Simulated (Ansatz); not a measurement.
A made-up structure of CH$_{4}$AlB, closed shell:

```tsv
atom	x (Å)	y (Å)	z (Å)
C1	-0.2355	0.9393	-1.4416
B2	0.2343	-0.9337	1.4325
Al3	-0.0469	0.1881	-0.2894
H4	-0.9350	1.7704	-1.4932
H5	0.3039	0.7447	-2.3656
H6	-0.3681	-0.6769	2.3778
H7	0.9896	-1.8008	1.4244
```

It is relaxed with PBE-D4/def2-SVP and then PBE0-D4/def2-TZVP (Ansatz 0.2.0). Atoms count as bonded within 1.22 times the sum of their covalent radii (H–H: 0.88 Å). The end point is not checked to be a true minimum.

Problem. Does its bonding change? (Judge from chemistry; the calculation decides.)

Solution. The calculation gives: No: no bond forms or breaks.

Where it ends: The first stage lowers the energy by 4.63 eV in 7 steps. It ends as CH₄AlB ([BH2][Al][CH2]):
```
7
angstrom
C -0.2690 1.0718 -1.6449
B 0.2566 -1.0211 1.5674
Al -0.0227 0.0976 -0.1475
H -0.9652 1.9043 -1.7120
H 0.2628 0.8881 -2.5753
H -0.3540 -0.7803 2.5665
H 1.0337 -1.9293 1.5909
```

Labels in which every atom is bracketed show which atoms are joined, not bond orders.

For scale, one of the runs: PBE0-D4/def2-TZVP relaxation, 123 basis functions, launched by `ansatz run in.yaml --threads 2 --pin off --events-out ev --progress --plain --max-ram 4352MiB`. Hardware: 2 CPU threads of an Arm Neoverse V2, shared host. Wall time about 10 s.
